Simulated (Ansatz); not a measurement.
The same path of CH7NSi + H2 (12 atoms, charge 0, multiplicity 1) was run twice with different band settings. Lost on the way: Si1–N2, H11–H12. Made: Si1–H11, N2–H12.

Theory: RKS PBE/6-31G* (Ansatz).

Relaxed end points:

```xyz
12
Properties=species:S:1:pos:R:3
Si -0.411 0.306 0.021
N 0.214 -0.120 1.609
H -0.463 -0.431 2.310
H 0.856 0.547 2.042
H 0.774 0.814 -0.752
H -1.451 1.408 0.001
C -1.160 -1.226 -0.783
H -2.015 -1.610 -0.199
H -1.530 -0.992 -1.797
H -0.411 -2.031 -0.862
H 2.157 -2.788 2.209
H 1.730 -2.199 2.005
```

```xyz
12
Properties=species:S:1:pos:R:3
Si 0.515 -0.154 -0.699
N -0.165 -0.803 2.649
H -0.632 -1.283 3.427
H -0.153 0.192 2.904
H 0.993 0.205 -2.082
H 0.244 1.140 0.017
C -1.017 -1.254 -0.769
H -1.323 -1.477 0.266
H -1.847 -0.750 -1.293
H -0.804 -2.201 -1.294
H 1.663 -0.835 -0.007
H 0.817 -1.103 2.685
```

Common settings: spring 5.0 eV/Å²; optimiser quadratic models (default); start path through a guess of the saddle point; force threshold 0.03 eV/Å; iteration limit 60; end points relaxed.

| run | movable images | climbing image |
| --- | --- | --- |
| 1 | 7 | yes |
| 2 | 2 | no |

Question: What does each run give, and how far can it be trusted?

Answer: Run 1: converged after 22 iterations, highest image 1.884 eV above the first end. Neighbouring images differ by up to 1.5 eV, so the band resolves the path poorly. A vibrational analysis at the climbing image gives one clearly imaginary mode, 1280i cm⁻¹: a first-order saddle point.
Run 2: converged after 25 iterations, highest image 0.230 eV above the first end. No image climbed, so the highest image needn't sit at the top of the path. A band with more images between the same ends climbed to 1.88 eV, so this one has probably stepped over the top. So few images can step over the top or miss a turn of the path.
The orbitals stay closed-shell, which can raise the energy where a bond breaks towards radicals; this wasn't checked here.
